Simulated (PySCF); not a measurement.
Atom-mapped SMILES (the numbers label the heavy atoms): `[CH3:1][CH2:2][CH2:3][C:4]([NH2:5])=[O:6]`. Hydrogens are named by the atom that carries them. Ha(N5) is cis to the C=O or C=S heteroatom; Hb(N5) is trans to the C=O or C=S heteroatom.

GIAO shifts from PySCF 2.14.0 with density-fitted response routines on PBE0-D3(BJ)/def2-TZVP geometries (one conformer, non-relativistic, equivalent nuclei averaged), against TMS at the same level and in the same medium; PCM means IEF-PCM chloroform.

Measured (solution, not stated per compound (mostly CDCl3 or CCl4); Pretsch, Buehlmann, Badertscher, Structure Determination of Organic Compounds, 4th ed. (2009)): H(C3) 2.19, H(C2) 1.68, H(C1) 0.99 ppm.

Problem. Which unscaled values do B97-2/pcSseg-2, gas; WP04/pcSseg-2, PCM; wB97X-D/pcSseg-2, PCM give, and how close are they?

Solution. 
```json
{"atoms": "H(C3)", "measured": "2.19", "B97-2/pcSseg-2, gas": "2.08", "WP04/pcSseg-2, PCM": "2.25", "wB97X-D/pcSseg-2, PCM": "2.27"}
{"atoms": "H(C2)", "measured": "1.68", "B97-2/pcSseg-2, gas": "1.66", "WP04/pcSseg-2, PCM": "1.54", "wB97X-D/pcSseg-2, PCM": "1.50"}
{"atoms": "H(C1)", "measured": "0.99", "B97-2/pcSseg-2, gas": "0.91", "WP04/pcSseg-2, PCM": "0.91", "wB97X-D/pcSseg-2, PCM": "0.92"}
```

Mean absolute error for $^{1}$H: B97-2/pcSseg-2, gas 0.07, WP04/pcSseg-2, PCM 0.09, wB97X-D/pcSseg-2, PCM 0.11 ppm.

The C=O carbon of an acid or of an amide with N–H lies up to 10 ppm further downfield in solution, through hydrogen bonding that the calculation lacks.
